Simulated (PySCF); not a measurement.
# Redox energetics: ethylene

Parent: ethylene, `C=C` (C2H4). Atom numbers as in the mapped SMILES `[CH2:1]=[CH2:2]`.

Energies: PBE0-D3(BJ)/ma-def2-TZVP (PySCF, density fitting, integration grid level 2) on PBE0-D3(BJ)/ma-def2-SVP structures. Zero-point and thermal terms (298.15 K, 1 bar) come from unscaled PBE0-D3(BJ)/ma-def2-SVP harmonic frequencies, with soft modes damped to free rotors in the entropy.

Frontier levels of the parent: HOMO -7.88 eV, LUMO -0.06 eV.

Oxidation to the radical cation:
```
Vertical ionisation energy (electronic)              : 10.47 eV
Adiabatic ionisation energy (with zero-point energy) : 10.21 eV
Adiabatic, electronic part                           : 10.27 eV
Vertical gap at the product's structure              : 9.71 eV
Inner reorganisation energy (four-point)             : 760 meV
Relaxation of product / of parent                    : 196 / 564 meV
⟨S²⟩ of the product                                  : 0.756
Largest spin populations                             : C1 0.50, C2 0.50
Largest changes of atomic charge                     : C2 0.29, C1 0.29, H (on C1) 0.10, H (on C1) 0.10
Distances that move most (Å)                         : C1–C2 1.332 → 1.391; C2–H 1.094 → 1.102; C1–H 1.094 → 1.102; C2–H 1.094 → 1.102
Potential in dichloromethane                         : 7.55 V absolute, 2.99 V against Fc+/Fc computed at 4.56 V (solvation -5 → -260 kJ/mol)
```

Vertical electron affinity to the radical anion: -1.15 eV. The extra electron is not bound at this structure, the number hangs on the basis, and the ion was not relaxed.

Solvents are IEF-PCM continua (electrostatics only, gas-phase structures); absolute potentials refer to an electron at rest in vacuum. Fc+/Fc in dichloromethane, 4.56 V, is PBE0-D3(BJ)/ma-def2-TZVP on PBE0-D3(BJ)/def2-SVP structures with GFN2-xTB thermal terms. Benchmark calculations put it near 5.0 V in acetonitrile and DMSO, so it is about 0.4 V low, and the value against it can read up to that much too high.

Against the Active Thermochemical Tables (version 1.112): ionisation energy to the radical cation 10.51 (computed 10.21, error -0.30) eV.

Measured values (NIST Chemistry WebBook, evaluated or the median of agreeing entries): adiabatic ionisation energy 10.51 eV (computed 10.21, difference -0.31).

Hardware: 1 thread of Arm Neoverse V1, shared with other jobs. Command: `OMP_NUM_THREADS=1 python redox_run.py task.json out`. Structures, frequencies and single points: 55 s.

Differences come from unrounded values, so a last digit can differ from that of the printed terms.
